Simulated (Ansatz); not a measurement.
Input for Ansatz (development build ahead of 0.2.0):

```yaml
crystal:
  periodic: [false, false, false]
  atoms:
    - { symbol: C, position_ang: [0.0, 0.01705, -0.74546] }
    - { symbol: C, position_ang: [0.0, -0.0455, 0.85367] }
    - { symbol: H, position_ang: [1.00845, 0.01595, 1.46421] }
    - { symbol: H, position_ang: [-1.00845, 0.01595, 1.46421] }
    - { symbol: H, position_ang: [0.0, 1.14487, -1.15128] }
    - { symbol: H, position_ang: [0.96274, -0.50303, -1.21321] }
    - { symbol: H, position_ang: [-0.96274, -0.50303, -1.21321] }
basis:
  gaussian: { orbitals: cc-pVTZ }
magnetization:
  spin_polarized: true
  initial_magnetization: 1
hamiltonian:
  xc: hf
```

The input is written out in the form of the current development build from the run's settings.

Output:

```yaml
Converged: yes
Total_energy: -78.58927 hartree
Spin_squared_of_the_determinant: 0.770
```
